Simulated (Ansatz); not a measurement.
**CH₄SSi: how energies converge with the basis set**

Aim: see how fast density functionals converge with the basis set for CH₄SSi.

Method: one geometry, several basis sets; program: Ansatz 0.2.0, Gaussian basis.

The runs, in order: PBE0-D4/def2-SVP; ωB97M-V/def2-SVP; PBE0-D4/def2-QZVPP; ωB97M-V/def2-QZVPP; the functionals' def2-TZVPP values are taken from earlier runs.

## (1) Structure used throughout

An earlier PBE0-D4/def2-TZVP relaxation fixed the geometry.

SMILES `C1[SiH2]S1`, 7 atoms, charge 0, spin multiplicity 1.

Atoms are counted from 1 here; the program's logs count them from 0.

Bond lengths: C1–Si2 1.839 Å, C1–S3 1.862 Å, C1–H4 1.086 Å, C1–H5 1.086 Å, Si2–S3 2.086 Å, Si2–H6 1.479 Å, Si2–H7 1.479 Å. Angles: Si2–C1–S3 68.6°, Si2–C1–H4 119.9°, Si2–C1–H5 119.9°, S3–C1–H4 113.2°, S3–C1–H5 113.2°, H4–C1–H5 113.6°, C1–Si2–S3 56.2°, C1–Si2–H6 119.3°, C1–Si2–H7 119.3°, S3–Si2–H6 118.8°, S3–Si2–H7 118.8°, H6–Si2–H7 113.2°, C1–S3–Si2 55.2°.

## (2) PBE0-D4 in def2-SVP

Contents of in.yaml:

```yaml
crystal:
  periodic: [false, false, false]
  atoms:
    - {symbol: C, position_ang: [-0.707742, -0.124068, -0.604372]}
    - {symbol: Si, position_ang: [0.728362, 0.212624, 0.494695]}
    - {symbol: S, position_ang: [-0.558011, -1.411894, 0.731939]}
    - {symbol: H, position_ang: [-0.544508, -0.521570, -1.601389]}
    - {symbol: H, position_ang: [-1.607156, 0.477986, -0.519051]}
    - {symbol: H, position_ang: [0.653011, 1.328728, 1.461743]}
    - {symbol: H, position_ang: [2.097246, -0.029706, -0.009266]}
basis:
  gaussian: {orbitals: def2-SVP}
hamiltonian: {xc: pbe0, dispersion: d4}
output: {orbitals: {seedname: orbitals}}
```

The run is started by

```
ansatz run in.yaml --threads 2 --pin off --events-out ev --progress --plain --max-ram 4352MiB
```

The runs that follow: ωB97M-V in def2-SVP; PBE0-D4 in def2-QZVPP; ωB97M-V in def2-QZVPP.

Q: Predict the results of all the runs planned. Wanted: PBE0-D4: double and triple zeta above quadruple; ωB97M-V: double and triple zeta above quadruple.

**Answer**, as computed:

```
                                       quantity          value
PBE0-D4: double and triple zeta above quadruple  8.51, 0.66 eV
ωB97M-V: double and triple zeta above quadruple  8.52, 0.62 eV
```

In words: For PBE0-D4 the step from double to triple zeta gains 7.85 eV and the next only 0.66 eV. These are total energies; as a rule much of such shifts cancels in differences, which this series doesn't test. The LUMO of ωB97M-V is positive and keeps falling with the basis (1.88 to 1.01 eV): an unbound level that the basis holds in place.
